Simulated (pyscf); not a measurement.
**Four-centre exchange: H₃C–SiH(Cl)–Cl + H₂ → H₃C–SiH(Cl)–Cl + H₂**

Gas phase, singlet surface, charge 0. Bonds broken: C1–H9, H5–H10. Bonds formed: C1–H5, H9–H10. Optimised with ωB97X-D3(BJ)/def2-SVP in PySCF.

Transition state (Å):

```xyz
10

C      0.1958     0.3022    -0.1142
Si    -1.3655    -0.2851    -0.8953
Cl    -1.1684    -2.3142    -1.2090
Cl    -3.1280     0.0136     0.1165
H     -0.5688     0.0823     1.2933
H      0.7682     0.7598     0.6831
H      0.9373    -0.0082    -0.8925
H     -1.5108     0.3262    -2.2338
H     -0.7318     1.3964     0.6438
H     -1.0306     0.9509     1.4842
```

One imaginary mode, 2130i cm⁻¹; descent along it reached the two sides named.

```csv
bond,change,reactant side (Å),saddle,product side
C1–H9,breaks,1.101,1.622,3.5
H5–H10,breaks,0.760,1.002,3.2
C1–H5,forms,3.5,1.617,1.101
H9–H10,forms,3.2,0.997,0.759
```

Electronic energies relative to the separated reactants (kJ/mol):

| level | barrier | reaction energy | reverse barrier |
|---|---|---|---|
| ωB97X-D3(BJ)/def2-TZVP | 491.9 | 0.0 | 491.9 |
| PBE/def2-TZVP | 444.2 | 0.0 | 444.2 |
| r²SCAN/def2-TZVP | 467.3 | 0.0 | 467.3 |
| B3LYP-D3(BJ)/def2-TZVP | 476.9 | 0.0 | 476.9 |
| PBE0-D3(BJ)/def2-TZVP | 466.7 | 0.0 | 466.7 |
| M06-2X/def2-TZVP | 497.5 | 0.0 | 497.5 |
| ωB97M-D3(BJ)/def2-TZVP | 478.5 | 0.0 | 478.5 |
| HF/def2-TZVP | 612.0 | 0.0 | 612.0 |

With ωB97M-D3(BJ)/def2-TZVP energies and thermal terms (ideal gas, 1 atm, RRHO with modes under 100 cm⁻¹ raised to 100, one conformer, R ln 2 for chiral ones without a mode under 150 cm⁻¹), in kJ/mol:

```tsv
T (K)	ΔH‡	ΔG‡	ΔH	ΔG
298	472.7	510.3	0.0	0.0
600	469.2	550.1	0.0	0.0
900	469.3	590.7	0.0	0.0
1200	471.0	630.9	0.0	0.0
```

The same reactants have a lower exit, to H₃C–SiH₂–Cl + HCl (barrier +213.3 kJ/mol at ωB97M-D3(BJ)/def2-TZVP, against +478.5 kJ/mol here). Another saddle between the same species, by other bonds, lies lower (279.6 kJ/mol against 478.5 kJ/mol at ωB97M-D3(BJ)/def2-TZVP).
